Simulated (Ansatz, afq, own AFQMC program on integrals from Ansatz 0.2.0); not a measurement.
AFQMC on a folder of integrals that Ansatz 0.2.0 wrote.

```yaml
crystal:
  periodic: [false, false, false]
  atoms:
    - {symbol: Nb, position_ang: [0.000000, 0.000000, 0.000000]}
basis:
  gaussian: {orbitals: def2-TZVP}
magnetization: {spin_polarized: true, initial_magnetization: 5}
correlation: {method: ccsd_t, electrons: outside_noble_gas, hamiltonian_folder: ham}
```

```sh
$ ansatz run in.yaml --threads 1 --pin off --events-out ev --progress --plain --max-ram 16896MiB --backend cuda --devices 0, --max-vram 18GiB
```

Options of the walk:

```
--method phaseless --trial cisd --walkers 4000 --populations 20 --least-time 60 --time-step 0.005 --steps-per-block 50 --equilibration-blocks 40 --max-blocks 4000 --target-error 8e-05 --factor-cut 1e-05 --start spin_pure --seed 5053 --release-times 0.24,0.5,1,1.5 --release-step 0.02 --release-every 3 --taylor-order 6
```

Times are imaginary, in 1/Eh. The walk had a cap of 122 s. With eight or more populations the least sampling time is a fifth of least-time, and the error comes from their spread. Core potentials past Kr, no spin–orbit coupling.

Log:

```
orbitals 36  electrons 5 0  factors 237 of 237
reference energy -56.32806336 Eh
CCSD correlation -0.04684157 Eh in 10 cycles, weight of the determinant in the CISD state 0.9715
energy of the start -56.374902 Eh
 block  time / (1/Eh)  mean weight  energy / Eh
     1     0.250  0.9999  -56.374858
     2     0.500  1.0001  -56.374951
     3     0.750  1.0001  -56.375048
     4     1.000  0.9999  -56.375155
     5     1.250  1.0001  -56.375261
    10     2.500  1.0000  -56.375411
    19     4.750  1.0000  -56.375481
    29     7.250  1.0001  -56.375566
    39     9.750  0.9999  -56.375365
    49    12.250  1.0002  -56.375473
    59    14.750  1.0000  -56.375424
    63    15.750  1.0000  -56.378369
    67    16.750  0.9999  -56.375287
    69    17.250  0.9999  -56.375323
    79    19.750  1.0001  -56.375456
    89    22.250  0.9999  -56.375450
error from the spread of 20 populations
released: time / (1/Eh)  energy / Eh  error  mean overlap
  0.24  -56.375519  0.000027  1.0004
  0.50  -56.375567  0.000027  1.0013
  1.00  -56.375539  0.000046  1.0014
  1.50  -56.376200  0.000540  1.0018
energy -56.375525 +/- 0.000063 Eh
(rows thinned)
```

The run passed its tests (sampling time, drift between the halves within three errors, error under three times the target), which doesn't prove that it has relaxed.

Against this walk (error 1.7 meV) on the same determinant: CCSD(T) 0.2 meV lower (within the noise), CCSDT(Q) 6.8 meV lower, CCSDTQ 7.0 meV lower, full CI 7.0 meV lower. The error is statistical and leaves out the bias of the constraint. Released to 1.00 1/Eh the energy moves by -0.4 ± 2.1 meV (both errors), within twice the noise. Full CI is exact here, so the walk's 7 meV above it is the walk's own error: the bias of the constraint with this trial.

Cautions: constraint bias not in the error; no spin-orbit coupling; outer-core shells of the metal frozen.

The walk took 50 s on 1 × NVIDIA H100 80GB HBM3 with 2 threads of AMD EPYC 7R13 Processor (Zen 3), on a shared host (the card was shared). The log's last line is the phaseless energy.

CCSDT and higher add their correlation energy to the determinant of the CCSD(T) run, since their own runs factorise the integrals more tightly (a shift of under 2 meV).
